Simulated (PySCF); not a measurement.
# Vertical excitation energies

H₂S.
SMILES with atom numbers: `[SH2:1]` (hydrogens: H2, H3 on S1)

Level of theory: PySCF, TDDFT CAM-B3LYP/aug-cc-pVTZ, vertical, gas phase, core orbitals frozen in the response. Geometry: PBE0-D3(BJ)/def2-TZVP; no solvent, vibrations or thermal averaging.

Q: List the vertical singlet excitations with oscillator strengths and describe the spectrum.

A: 

| state | E (eV) | λ (nm) | f | \|μ\| (D) | symmetry | main configurations (H = HOMO, L = LUMO) |
| --- | --- | --- | --- | --- | --- | --- |
| S1 | 5.95 | 208.4 | 0.058 | 1.61 | B1 or B2 | H→L (90%), H→L+5 (9%) |
| S2 | 6.00 | 206.6 | 0.0000 | 0.03 | – | H→L+2 (68%), H→L+1 (24%) |
| S3 | 7.47 | 165.9 | 0.0000 | 0.00 | – | H→L+1 (65%), H→L+2 (30%) |
| S4 | 7.87 | 157.6 | 0.0029 | 0.31 | B1 or B2 | H→L+3 (98%) |
| S5 | 8.25 | 150.3 | 0.0071 | 0.48 | A1 | H→L+4 (94%) |
| S6 | 8.53 | 145.4 | 0.044 | 1.17 | B1 or B2 | H→L+5 (71%), H→L+7 (20%) |
| S7 | 8.88 | 139.6 | 0.110 | 1.81 | A1 | H-1→L (86%) |
| S8 | 9.13 | 135.8 | 0.0004 | 0.10 | – | H→L+7 (51%), H→L+8 (34%), H→L+5 (11%) |
| S9 | 9.35 | 132.7 | 0.0067 | 0.44 | B1 or B2 | H-1→L+2 (40%), H→L+9 (32%), H-1→L+1 (22%) |
| S10 | 9.40 | 131.8 | 0.0000 | 0.00 | – | H→L+6 (87%), H→L+1 (10%) |

Triplets (Tamm–Dancoff): T1 5.51 eV, H→L+2 (66%), H→L+1 (23%), H→L+6 (8%); T2 5.58 eV, H→L (80%), H→L+5 (18%); T3 7.48 eV, H→L+1 (65%), H→L+2 (29%); T4 7.75 eV, H→L+3 (32%), H→L+5 (27%), H→L+7 (23%).

The lowest singlet comes at 208 nm (574 kJ/mol) in the ultraviolet; it is of moderate strength; its leading configuration is HOMO→LUMO (90%). The strongest level in the table is S7 at 8.88 eV (140 nm, f = 0.110). Löwdin shares by element: HOMO sulfur 71%, hydrogen 29%; LUMO hydrogen 94%, sulfur 6%. Of the 10 states listed, 3 reach f = 0.01 and 4 stay under 0.0005. The oscillator strengths of these states sum to 0.229; summed over the whole spectrum of an exact calculation they would give the number of electrons, 18 (Thomas–Reiche–Kuhn). The listed states span 3.45 eV, and the widest gap between neighbours is 1.47 eV (S2 to S3). Symmetry labels in C2v follow from the direction of the transition dipole and are given only for states with f of 0.002 or more; B1 and B2 swap with the choice of axes. Singlets were solved by full linear response, triplets in the Tamm–Dancoff approximation.

Hardware: one thread of an Arm Neoverse N1, no GPU, on a shared host. Cost: 2.3 s wall, 0.31 GiB resident at most.
